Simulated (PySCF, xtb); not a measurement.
CH3O, SMILES C=[OH+], charge +1.

Harmonic wavenumbers (cm⁻¹) from xtb with GFN2-xTB at its own minimum, in rising order: 1010, 1011, 1084, 1199, 1348, 1665, 2904, 2927, 3087.

What does PBE0-D3(BJ)/def2-TZVP (PySCF) give at its own minimum? (Estimate from the structure and the level; the computed values follow.)

1029, 1112, 1248, 1380, 1483, 1693, 3090, 3233, 3612. Paired by order, the mean absolute difference is 183 cm⁻¹ and the zero-point energies are 23.2 and 25.6 kcal/mol.
